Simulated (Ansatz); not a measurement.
Born–Oppenheimer molecular dynamics of C$_{2}$H$_{3}$Si (6 atoms, charge 0, multiplicity 2). It starts at the highest image of a converged band, a first-order saddle point between two minima.

These are results of UKS LDA/def2-SVP in Ansatz 0.2.0, not measurements.

* ensemble: NVE (velocity Verlet)
* time step: 0.5 fs
* steps asked: 200
* starting velocities drawn for: 300 K
* seed: 10778

First frame:

```xyz
6
Properties=species:S:1:pos:R:3
C -1.493 -1.020 -0.748
Si -0.245 -0.177 -0.129
C 1.066 0.734 0.534
H -2.321 -1.597 -1.164
H 1.999 0.882 -0.034
H 0.994 1.178 1.541
```

How far do the bonds stretch over the last three quarters of this one trajectory? (Pairs bonded in most of those frames.)


```tsv
bond	mean (Å)	spread (Å)	shortest	longest
C1–Si2	1.650	0.022	1.61	1.69
C1–H4	1.097	0.005	1.09	1.11
Si2–C3	1.736	0.022	1.70	1.77
C3–H5	1.104	0.009	1.09	1.12
C3–H6	1.106	0.013	1.08	1.13
```

Mean temperature of the second half: 205 K. The conserved energy stayed within 0.067 meV per atom of its start (net change 0.049 meV per atom), so the integration is sound. A run of 0.1 ps of so small a system gives no equilibrium averages.

Run time: 60 s on 1 thread of AMD EPYC 9R45 96-Core Processor (Zen 5), on a shared host, peak memory 0.12 GiB.
